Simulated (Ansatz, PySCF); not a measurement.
Molecule: C$_{2}$Cl$_{4}$, charge 0, multiplicity 1. SMILES: ClC(Cl)=C(Cl)Cl
Geometry: optimised at B3LYP-D3(BJ)/def2-TZVP (Ansatz, a quantum-chemistry and plane-wave program).

Property: atomisation energy (electronic, to ground-state atoms), in eV. Cores are frozen in the correlated levels unless marked. UHF or UKS for open shells. Spin-orbit coupling is left out. Non-relativistic. The coupled-cluster limit lacks core correlation, which all-electron functionals hold. CBS(X,Y): correlation extrapolated as X^-3; Hartree-Fock from the larger set. The bracket is a focal-point correction in the basis named.

```json
[
 {"level": "HF/def2-TZVPD", "program": "PySCF", "atomisation energy (eV)": "12.56"},
 {"level": "PBE0-D3(BJ)/def2-TZVP", "program": "Ansatz + dftd3", "atomisation energy (eV)": "21.07"},
 {"level": "HSE06-D4/def2-TZVPD", "program": "Ansatz + dftd4", "atomisation energy (eV)": "21.11"},
 {"level": "MP2/6-31G*", "program": "Ansatz", "atomisation energy (eV)": "19.40"}
]
```

Task: What does RI-MP2/CBS(cc-pV(T+d)Z,cc-pV(Q+d)Z)+[CCSD(T)-MP2]/cc-pV(T+d)Z (Ansatz) give?

Result: 20.36 eV, so MP2/6-31G* differs from it by -0.96 eV.
